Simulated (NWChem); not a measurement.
**[HO2]− (SMILES [O-]O): B3LYP/6-31G(d) (Cartesian functions)**

Wanted: energy and gradient of [HO2]−. 

The results are computed with NWChem 7.3.0.

4 further runs of the same task are left out: 4 set aside as unsound or not needed. Runs told in other sessions of the task aren't counted.

### Step 1. The system as given

The species is [HO2]− (3 atoms), meant as a singlet with charge -1. SMILES: `[O-]O`. The coordinates come from a PBE0-D4/def2-TZVPD relaxation.

Bond lengths: O1–O2 1.479 Å, O2–H3 0.961 Å. Angles: O1–O2–H3 100.1°.

### Step 2. Energy and forces at B3LYP/6-31G(d) (Cartesian functions)

File ho2.nw:

```
START ho2
memory total 2200 mb
charge -1

GEOMETRY units angstrom noautosym nocenter noautoz
  O       -0.357760       1.025590      -0.080830
  O       -0.242260      -0.445880      -0.180750
  H        0.600030      -0.579720       0.261570
END

BASIS cartesian
  O library 6-31G*
  H library 6-31G*
END

DFT
  xc b3lyp
  grid xfine
  convergence energy 1e-08
  maxiter 100
  mulliken
  print medium
END

TASK dft gradient
```

On the command line:

```bash
$ nwchem ho2.nw > ho2.out
```

Output:

```text
[...]
          Wavefunction type:  closed shell.
          No. of atoms     :     3
          No. of electrons :    18
[...]
          Charge           :    -1
          Spin multiplicity:     1
[...]
          AO basis - number of functions:    32
[...]
              XC Information
              --------------
                         B3LYP Method XC Potential
                     Hartree-Fock (Exact) Exchange  0.200
                        Slater Exchange Functional  0.800 local
                    Becke 1988 Exchange Functional  0.720 non-local
              Lee-Yang-Parr Correlation Functional  0.810
                  VWN I RPA Correlation Functional  0.190 local
[...]
 d= 0,ls=0.0,diis     1   -150.7180202346 -1.80D+02  4.49D-02  1.75D+00     0.4
[...]
 d= 0,ls=0.0,diis     8   -150.8860709472  1.05D-12  3.96D-06  3.33D-08     2.6
         Total DFT energy =     -150.886070947163
      One electron energy =     -272.954618602103
           Coulomb energy =      110.335681643083
    Exchange-Corr. energy =      -17.794203327002
 Nuclear repulsion energy =       29.527069338859
[...]
      Total Density - Mulliken Population Analysis
     ---------------------------------------------
    Atom       Charge   Shell Charges
 -----------   ------   -------------------------------------------------------
    1 O    8     8.73   1.99  0.90  2.75  1.11  2.00 -0.02
    2 O    8     8.58   1.99  0.91  2.84  0.98  1.82  0.03
    3 H    1     0.70   0.51  0.19
[...]
  wavefunction    = closed shell
                         DFT ENERGY GRADIENTS
    atom               coordinates                        gradient
                 x          y          z           x          y          z
   1 O      -0.676068   1.938084  -0.152747    0.001409  -0.018875  -0.001321
   2 O      -0.457805  -0.842591  -0.341568    0.008893   0.017366   0.006745
   3 H       1.133892  -1.095512   0.494296   -0.010302   0.001509  -0.005424
[...]
```

Run time: 3.6 s. Hardware: 1 thread of Intel Xeon Platinum 8488C (Sapphire Rapids), shared host; peak memory 0.12 GiB.

### Step 3. Summary of results

Level: B3LYP/6-31G* (Cartesian functions).

| quantity | value |
| --- | --- |
| total energy | -150.88607 Eh |
| HOMO energy | 3.94 eV |
| LUMO energy | 8.99 eV |
| HOMO–LUMO gap (to an unbound level, set by the basis) | 5.04 eV |
| largest force on an atom | 1.062 eV/Å |

**Reading.** The largest force is 1.06 eV/Å: the shape isn't a stationary point for this species at this level. The HOMO lies at positive energy, 3.94 eV, from the functional's self-interaction, a short basis or an electron that isn't bound; only total energies against the neutral tell.
